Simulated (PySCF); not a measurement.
Gas-phase reaction: 2 SiF₄ + 2 FO ⇌ 2 SiOF₂ + 3 F₂

Computed with PySCF and rigid-rotor harmonic-oscillator thermochemistry at 1 bar. † marks an energy on the PBE0/def2-TZVP geometry and frequencies. MP2 and CCSD(T) freeze the core. Open shells (unrestricted): FO (multiplicity 2, electronic degeneracy 4); the rest are closed-shell singlets. Spin-orbit splitting is ignored; it lowers the true energy and changes the entropy of FO. SiOF₂: computed as isolated molecules; such fragments, hydroxides, amides, oligomers or adducts are transient or little studied in the gas. MP2 isn't extrapolated to the basis-set limit; its ΔH°(298 K) is 1152.2 kJ in def2-SVP and 1172.4 kJ in def2-TZVPP. CCSD(T) isn't extrapolated to the basis-set limit; its ΔH°(298 K) is 1164.5 kJ in def2-SVP and 1197.0 kJ in def2-TZVPP. The harmonic model lacks anharmonicity and excited electronic states, which grow with temperature; levels with a mode under 35 cm⁻¹ are left out.

ΔH° and ΔS° at 298 K: CCSD(T)/def2-TZVPP† 1197 kJ, 159 J/K; MP2/def2-TZVPP† 1172 kJ, 159 J/K; PBE0/def2-QZVP† 1222 kJ, 159 J/K; LDA/def2-TZVP† 1143 kJ, 159 J/K; ωB97M-V/def2-TZVP† 1203 kJ, 159 J/K.

**Question.** With the heat capacities included, give log10 K (1 bar) at 500, 1000, 1400, 2000, 2500 K from CCSD(T)/def2-TZVPP†, MP2/def2-TZVPP†, PBE0/def2-QZVP†, LDA/def2-TZVP†, ωB97M-V/def2-TZVP†.

**Answer.** 
| T (K) | CCSD(T)/def2-TZVPP† | MP2/def2-TZVPP† | PBE0/def2-QZVP† | LDA/def2-TZVP† | ωB97M-V/def2-TZVP† |
|---|---|---|---|---|---|
| 500 | -116.8 | -114.2 | -119.3 | -111.1 | -117.4 |
| 1000 | -54.4 | -53.1 | -55.7 | -51.6 | -54.7 |
| 1400 | -36.7 | -35.8 | -37.6 | -34.7 | -36.9 |
| 2000 | -23.5 | -22.8 | -24.1 | -22.1 | -23.6 |
| 2500 | -17.3 | -16.8 | -17.8 | -16.2 | -17.4 |
